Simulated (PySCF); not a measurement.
## C4H3FS: core ionisation energies

Species: C4H3FS.
Z-matrix (Å and degrees, GFN2-xTB geometry), rows numbered from 1:
```
F 
C   1  1.3332
C   2  1.3546  1  126.57
C   3  1.4152  2  111.10  1   179.98
C   4  1.3548  3  113.03  2     0.01
S   5  1.7231  4  112.65  3    -0.00
H   3  1.0735  2  123.82  1    -0.03
H   4  1.0745  3  123.33  2  -179.96
H   5  1.0713  4  128.40  3  -179.96
```

Computed with delta-SCF UKS SCAN, pcX-2 on the ionised atom, pcseg-1 elsewhere, spin-free X2C in PySCF. Vertical ΔSCF values, vacuum level as zero.

Problem. List the computed XPS lines with their assignment.

Solution. 
```tsv
atom(s)	environment	level	binding energy (eV)	above the level's lowest (eV)	count
S6	thiophene-type sulfur	S 1s	2478.37	0.00	1
F1	aryl fluorine	F 1s	693.44	0.00	1
C2	aromatic C–F carbon	C 1s	293.11	+2.50	1
C5	aromatic CH next to a ring sulfur	C 1s	290.87	+0.26	1
C4	aromatic CH carbon	C 1s	290.68	+0.07	1
C3	aromatic CH carbon	C 1s	290.61	0.00	1
```

Lowest listed C 1s: C3, bonded to 2 C (aromatic in the SMILES) and H. Highest, 2.50 eV above it: C2, bonded to F, S (aromatic in the SMILES) and C (aromatic in the SMILES). The widest gap between neighbouring values is 2.24 eV, between 290.87 and 293.11 eV.

Problem. Which photon energy gives electrons from C 1s of C2 a kinetic energy of 50 eV, and what is their de Broglie wavelength?

Solution. hν = 293.11 + 50 = 343.11 eV, recoil neglected; λ = 12.264 Å/√(E/eV) = 1.73 Å.

Problem. Which effective nuclear charge Zeff reproduces each element's mean 1s value in the hydrogen-like formula E = 13.606 eV × Zeff²?

Solution. C (Z = 6): mean 291.3 eV, Zeff = 4.63, Z − Zeff = 1.37; F (Z = 9): mean 693.4 eV, Zeff = 7.14, Z − Zeff = 1.86; S (Z = 16): mean 2478.4 eV, Zeff = 13.50, Z − Zeff = 2.50. Means run over the listed sites, weighted by atom count.

Not every level is listed. Isolated species at its GFN2-xTB geometry, gas phase.
